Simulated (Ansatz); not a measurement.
One stationary structure of Au. Space group Fm-3m (No. 225), fcc (Cu type). All values below come from r2SCAN (plane waves to 500 eV, PAW, scalar-relativistic; Ansatz, a first-principles code).

Space group Fm-3m (No. 225); a = b = c = 4.1241 Å, α = β = γ = 90.00°

```csv
atom,site,symmetry,x,y,z
Au,4a,m-3m,0.0000,0.0000,0.0000
```
(The calculation used a cell of 1 atom; values per cell refer to that cell.)

| Item | Result |
|---|---|
| Volume per atom | 17.54 Å³ |
| Density | 18.65 g/cm³ |
| Band gap | no gap (metallic) |
| Shortest distances | Au–Au 2.92 Å |
| k-mesh | 19×19×19 |

No spin polarisation in the result.

Measured for Au: a 4.062 Å (static lattice; corrected from measurement; as listed in Daniel Mejia-Rodriguez, S. B. Trickey, Phys. Rev. B (2018)). Computed minus measured — a: r2SCAN +1.5 %. The computed values are for a static lattice.

The run could not lose the symmetry of its start.
